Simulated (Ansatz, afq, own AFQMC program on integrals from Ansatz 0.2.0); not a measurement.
# Atomization energy of CH4BrClOSn, singlet

```yaml
atoms:
  - { symbol: C, position_ang: [-1.4746, -0.2534, 0.1511] }
  - { symbol: O, position_ang: [-0.2998, -0.9324, -0.2130] }
  - { symbol: Sn, position_ang: [1.4608, -0.0629, -0.2214] }
  - { symbol: Cl, position_ang: [1.8602, 0.7520, 1.9380] }
  - { symbol: Br, position_ang: [1.3705, 1.9038, -1.7308] }
  - { symbol: H, position_ang: [-1.6915, 0.6043, -0.5123] }
  - { symbol: H, position_ang: [-1.4444, 0.1153, 1.1928] }
  - { symbol: H, position_ang: [-2.3135, -0.9630, 0.0682] }
  - { symbol: H, position_ang: [2.6206, -1.2101, -0.6898] }
```

Atoms in their ground-state spins without spin–orbit coupling (mostly on UHF) minus the molecule (RHF), without zero-point energy. The geometry is a stationary point, not shown to be a minimum.

Basis def2-SVP with its core potentials. Only valence electrons are correlated. AFQMC by an in-house program on the Cholesky factors that Ansatz 0.2.0 writes for its CCSD(T) run. The CISD trial takes its coefficients from CCSD amplitudes. Released means that phaseless walkers are propagated on without the constraint, phases kept. ± is one standard error of the sampling. No spin–orbit coupling. The errors of all members are added in quadrature.

No full CI on the walks' own integrals is used here. The released AFQMC energy serves as the reference, which it does only where one determinant dominates, the energy is flat over the last release times and near the phaseless one (40 meV or 2 meV an electron, half that with transition metals). On small molecules, where full CI could be run and the noise was under 10 meV, such values lay within 10 meV of it in 19 cases of 20, a flattering rate, since the rule was set on those same cases; what remains of the bias isn't in the error bar. Each member takes its own surest rung, up to full CI.

The best estimate is CCSD(T) at the basis-set limit (CBS: def2-TZVPP and def2-QZVPP, with their diffuse functions for anions and beside diffuse sets, CCSD(T) itself extrapolated) plus the step from CCSD(T) to AFQMC with the constraint released in def2-SVP. Rows without CBS are in def2-SVP, the functionals in def2-TZVP; B2PLYP and the wave-function rows carry a basis error of their own. Core correlation and relativity beyond core potentials are missing, and ± holds the sampling alone.

Cautions: inner d shell frozen; no relativity below Rb; no spin-orbit coupling; CH₄BrClOSn (singlet): the released value is read at 0.90 1/Eh with a noise of 13 meV, more than in the cases checked (meV from the phaseless value at times in 1/Eh: -19 ± 10 at 0.21, -15 ± 13 at 0.42, -13 ± 14 at 0.63, 0 ± 13 at 0.90); other spins of the molecule weren't checked.

Best estimate: 2892.8 ± 1.2 kJ/mol.

| level | atomization energy (kJ/mol) | error against the best estimate (kJ/mol) |
| --- | --- | --- |
| HF | 2000.0 | -892.8 ± 1.2 |
| MP2 | 2705.3 | -187.5 ± 1.2 |
| CCSD | 2622.7 | -270.1 ± 1.2 |
| CCSD(T) | 2656.6 | -236.2 ± 1.2 |
| ph-AFQMC/CISD | 2661.0 ± 0.8 | -231.8 ± 1.4 |
| released AFQMC | 2658.8 ± 1.4 | -234.0 |
| HF/CBS | 2019.0 | -873.9 ± 1.2 |
| MP2/CBS | 2952.1 | 59.3 ± 1.2 |
| CCSD(T)/CBS | 2889.6 | -3.2 ± 1.2 |
| PBE | 2892.4 | -0.4 ± 1.2 |
| r2SCAN | 2870.5 | -22.3 ± 1.2 |
| PBE0 | 2831.9 | -60.9 ± 1.2 |
| B3LYP | 2798.9 | -93.9 ± 1.2 |
| wB97M-V | 2857.5 | -35.3 ± 1.2 |
| B2PLYP | 2804.4 | -88.4 ± 1.2 |

Correlation beyond CCSD(T) adds 3.2 ± 1.2 kJ/mol. Going to the basis-set limit adds 233.0 kJ/mol at CCSD(T). The perturbative (T) step is worth +33.8 kJ/mol.

Best estimates are given only where the step beyond CCSD(T) is under 0.3 eV and no member's determinant is very poor (T1 over 0.05, or 0.07 for open shells, ⟨S²⟩ too high by 0.3, two states mixed), so the hardest cases are missing from such tables.

The functionals ran in a triple-zeta set and keep a basis error of their own, a few kJ/mol for each bond in atomization energies and more for double hybrids, so close places among them and the extrapolated levels can swap.

Each member of a difference takes its own highest rung, so a best estimate needn't equal the limit plus the step of one row. Released energies are given only where the last usable release times agree within the noise; a slower fall can still hide under it. The exponents were fitted on light atoms, and def2 sets of heavy atoms don't grow evenly, so the limit is rough here.
